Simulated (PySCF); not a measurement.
Molecule: 4-chlorobutanal (O=CCCCCl, C4H7ClO).

Molfile (atoms numbered from 1):
```
C4H7ClO
     RDKit          3D

 13 12  0  0  0  0  0  0  0  0999 V2000
   -1.9004   -0.4201   -1.0129 O   0  0  0  0  0  0  0  0  0  0  0  0
   -1.7822   -0.1264    0.1479 C   0  0  0  0  0  0  0  0  0  0  0  0
   -0.5316    0.4264    0.7682 C   0  0  0  0  0  0  0  0  0  0  0  0
    0.6332    0.5846   -0.1931 C   0  0  0  0  0  0  0  0  0  0  0  0
    1.2160   -0.7249   -0.6859 C   0  0  0  0  0  0  0  0  0  0  0  0
    1.8614   -1.7204    0.6613 Cl  0  0  0  0  0  0  0  0  0  0  0  0
   -2.6428   -0.2491    0.8569 H   0  0  0  0  0  0  0  0  0  0  0  0
   -0.8047    1.3914    1.2325 H   0  0  0  0  0  0  0  0  0  0  0  0
   -0.2581   -0.2291    1.6154 H   0  0  0  0  0  0  0  0  0  0  0  0
    1.4281    1.1765    0.2868 H   0  0  0  0  0  0  0  0  0  0  0  0
    0.3002    1.1459   -1.0823 H   0  0  0  0  0  0  0  0  0  0  0  0
    2.0539   -0.5491   -1.3733 H   0  0  0  0  0  0  0  0  0  0  0  0
    0.4578   -1.3294   -1.1993 H   0  0  0  0  0  0  0  0  0  0  0  0
  1  2  2  0
  2  3  1  0
  3  4  1  0
  4  5  1  0
  5  6  1  0
  2  7  1  0
  3  8  1  0
  3  9  1  0
  4 10  1  0
  4 11  1  0
  5 12  1  0
  5 13  1  0
M  END
```

Geometry PBE0-D3(BJ)/def2-SVP throughout; GIAO in PySCF 2.14, gas phase, one conformer, non-relativistic; equivalent atoms averaged; basis pcSseg-1.

For orientation, B3LYP gives these absolute shieldings σ: O1 -357.3, C5 128.5, C3 136.8, C4 151.6, Cl6 868.5, H7 21.56, H12/H13 27.70, H8/H9 28.79, H10/H11 29.64 ppm.

A run gave: O1 -354.1, C5 134.3, C3 142.3, C4 157.3, Cl6 885.3, H7 21.51, H12/H13 27.66, H8/H9 28.72, H10/H11 29.58 ppm (absolute shieldings σ).

Problem. Which functional was used in that run?
A. B97-2
B. OPBE
C. mPW1PW91
D. HF

Solution. C. O1 tells them apart best: mPW1PW91 gives -354.1, B97-2 gives -334.5, HF gives -346.5, OPBE gives -317.2 ppm.
